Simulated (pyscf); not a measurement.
`[S]=[Ge]` [singlet] + `[H][H]` → `[S]=[GeH2]`, an insertion (singlet surface; H–H broken, Ge–H, Ge–H formed). Optimised with ωB97X-D3(BJ)/def2-SVP in PySCF. Energies in kJ/mol from the separated reactants.

Small-basis levels: PySCF, no dispersion term, spherical d functions. 

### Question
Quick B3LYP/6-31G*+LANL2DZ single points give ΔE‡ = 319.5 kJ/mol and ΔE = +38.0 kJ/mol. What does ωB97M-D3(BJ)/def2-TZVP give, and how far is the quick result from it?

### Answer
ωB97M-D3(BJ)/def2-TZVP gives ΔE‡ = 301.8 kJ/mol and ΔE = +31.5 kJ/mol. B3LYP/6-31G*+LANL2DZ lies 17.6 kJ/mol over it in the barrier and 6.5 kJ/mol over it in the reaction energy, so on this step it does not hold to within 12.6 kJ/mol. ωB97M-D3(BJ)/def2-TZVP has limits of its own. The same reactants have a lower exit, to HS–GeH: [singlet] (barrier +147.8 kJ/mol at ωB97M-D3(BJ)/def2-TZVP, against +301.8 kJ/mol here). S=GeH₂ lies 38.7 kJ/mol over its isomer HS–GeH: [singlet] (electronic energy, ωB97M-D3(BJ)/def2-TZVP). One saddle was located; it need not be the lowest between these sides. In the def2 sets elements up to Kr have no core potential.
